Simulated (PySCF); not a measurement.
## Choosing a basis for TDDFT

Species: lithium chloride, LiCl.
Geometry (PBE0-D3(BJ)/def2-SVP, Å), atoms numbered from 1 in this order:
```xyz
2
LiCl angstrom
Li     1.0259   -0.0834    0.0075
Cl    -0.9762   -0.0043   -0.0297
```

TDDFT with PBE0 (PySCF), vertical singlets, core orbitals frozen in the response, spherical d and f functions. Geometry: PBE0-D3(BJ)/def2-SVP; no solvent, vibrations or thermal averaging.

Q: How do the low singlets change with the basis? Take def2-SVP, 6-31G*, def2-SVPD, 6-31+G*, aug-cc-pVDZ, def2-TZVP, def2-TZVPD and aug-cc-pVTZ.

A: 

| basis | functions | diffuse | S1 (eV) | S2 (eV) | S3 (eV) | S4 (eV) | S5 (eV) | LUMO (eV) | α (au) |
| --- | --- | --- | --- | --- | --- | --- | --- | --- | --- |
| def2-SVP | 27 | no | 4.30 | 4.30 | 5.03 | 6.59 | 6.59 | -1.30 | 16.7 |
| 6-31G* | 32 | no | 4.59 | 4.59 | 5.32 | 6.36 | 6.36 | -1.38 | 19.2 |
| def2-SVPD | 39 | yes | 4.80 | 4.80 | 5.49 | 6.36 | 6.36 | -1.33 | 25.6 |
| 6-31+G* | 40 | yes | 4.68 | 4.68 | 5.37 | 6.29 | 6.29 | -1.42 | 20.7 |
| aug-cc-pVDZ | 50 | yes | 4.72 | 4.72 | 5.45 | 6.27 | 6.27 | -1.38 | 25.7 |
| def2-TZVP | 51 | no | 4.59 | 4.59 | 5.28 | 6.53 | 6.53 | -1.38 | 20.3 |
| def2-TZVPD | 63 | yes | 4.72 | 4.72 | 5.41 | 6.31 | 6.31 | -1.34 | 26.4 |
| aug-cc-pVTZ | 96 | yes | 4.77 | 4.77 | 5.43 | 6.31 | 6.31 | -1.32 | 26.7 |

States are compared by their number. Against the largest diffuse basis here (aug-cc-pVTZ, itself not a converged limit), sets without diffuse functions differ by up to 0.48 eV in S1 and 0.28 eV in S5; the smaller diffuse sets differ by up to 0.09 and 0.05 eV. State by state, the largest deviation of a set without diffuse functions is S1 0.48, S2 0.47, S3 0.40, S4 0.28, S5 0.28 eV. The same number needn't mean the same state in each row. Against aug-cc-pVTZ the polarisability deviates by -38% in def2-SVP, -28% in 6-31G*, -4% in def2-SVPD, -23% in 6-31+G*, -4% in aug-cc-pVDZ, -24% in def2-TZVP, -1% in def2-TZVPD.
